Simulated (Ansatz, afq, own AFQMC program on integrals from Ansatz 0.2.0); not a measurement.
## Atomization energy of C2H, doublet

```xyz
3

C     0.0000    0.0000    0.0447
C     0.0000    0.0000   -1.1555
H     0.0000    0.0000    1.1107
```

Connectivity, by distances: CH–C.

Atoms in their ground-state spins without spin–orbit coupling (mostly on UHF) minus the molecule (UHF), without zero-point energy. The geometry is a stationary point, not shown to be a minimum.

Basis 6-31G. Only valence electrons are correlated. Ansatz 0.2.0 and our own AFQMC program on the same integrals; the CISD trial comes from CCSD amplitudes, and released means the phaseless constraint is let go. Uncertainties: one standard error, sampling alone. The errors of all members are added in quadrature.

Full CI on the same integrals is exact in this basis and with this determinant's frozen core.

Errors are counted within 6-31G, not against nature.

Cautions: C₂H (doublet): strong correlation (T1 0.068, weight of the determinant 0.81, largest double 0.12), unrestricted determinant spin contaminated (⟨S²⟩ 1.20 against 0.75), its ph-AFQMC/CISD value lies 59 ± 9 meV above full CI.

```json
{"level": "HF", "atomization energy (kJ/mol)": "716.9"}
{"level": "MP2", "atomization energy (kJ/mol)": "931.1"}
```

(1) From these cheaper values, estimate the atomization energy at the reference level in 6-31G.

(1) 976.5 kJ/mol (full CI in 6-31G).

```
         level  atomization energy (kJ/mol)  error against FCI (kJ/mol)
          CCSD                        960.3                       -16.2
       CCSD(T)                        971.6                        -4.9
         CCSDT                        973.7                        -2.9
      CCSDT(Q)                        975.8                        -0.7
 ph-AFQMC/CISD                  971.2 ± 0.9                  -5.3 ± 0.9
released AFQMC                  975.6 ± 1.0                  -0.9 ± 1.0
```

Correlation beyond CCSD(T) adds 4.9 kJ/mol. The perturbative (T) step is worth +11.3 kJ/mol. Where the cautions show a poor determinant, the low rows tell how each method copes with it, not its usual error.

CCSDT and higher add their correlation energy to the determinant of the CCSD(T) run, since their own runs factorise the integrals more tightly (a shift of under 2 meV). A walk keeps the symmetry of its determinant, which the program's search chose and which needn't be the lowest solution, so a lower state of the same spin and another symmetry isn't excluded. Released energies are given only where the last usable release times agree within the noise; a slower fall can still hide under it.
